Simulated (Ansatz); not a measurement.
BH3NS, SMILES `N[B]S` radical at its PBE0-D4/def2-TZVP geometry, where that method's forces vanish. Total charge 0; spin multiplicity 2.

```xyz
6

N    -0.7221    0.5636    0.3540
B     0.5128    0.0555    0.7031
S     1.6608   -0.9879   -0.1686
H    -1.2579    1.1503    0.9701
H    -1.1751    0.3882   -0.5317
H     0.9813   -1.1696   -1.3269
```

(1) What forces (eV/Å) does r2SCAN-D4/def2-TZVPP give on these atoms in Ansatz? (Estimate.)

Answers

(1) Computed: 
```
N1  -0.097  0.048 -0.010
B2   0.128 -0.035  0.073
S3   0.039 -0.016  0.012
H4  -0.023  0.008 -0.010
H5  -0.028  0.003 -0.025
H6  -0.019 -0.008 -0.039
```
